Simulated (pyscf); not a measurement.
**Routes from Cl–BH–Cl + hydrogen (H₂)**

Candidate steps break at most two bonds and form at most two. Each was searched with GFN2-xTB (tblite) first. Optimised with ωB97X-D3(BJ)/def2-SVP in PySCF. Energies: ωB97M-D3(BJ)/def2-TZVP, eV, from the separated reactants, singlet surface; ΔG‡ with ideal gas, 1 atm, RRHO with modes under 100 cm⁻¹ raised to 100, one conformer, R ln 2 for chiral ones without a mode under 150 cm⁻¹.

| products | type | ΔE‡ | ΔE | ΔG‡ 298 K | ΔG‡ 900 K | ν‡ (cm⁻¹) |
|---|---|---|---|---|---|---|
| Cl–BH–Cl + H₂ | four-centre exchange | 1.20 | 0.00 | 1.69 | 2.54 | 1132i |
| H₂B–Cl + HCl | four-centre exchange | 1.42 | +0.74 | 1.83 | 2.57 | 925i |

Plain bond fissions and candidates not yet searched are not listed, and one of them may be faster. Each barrier is that of the saddle found; lower ones may exist.
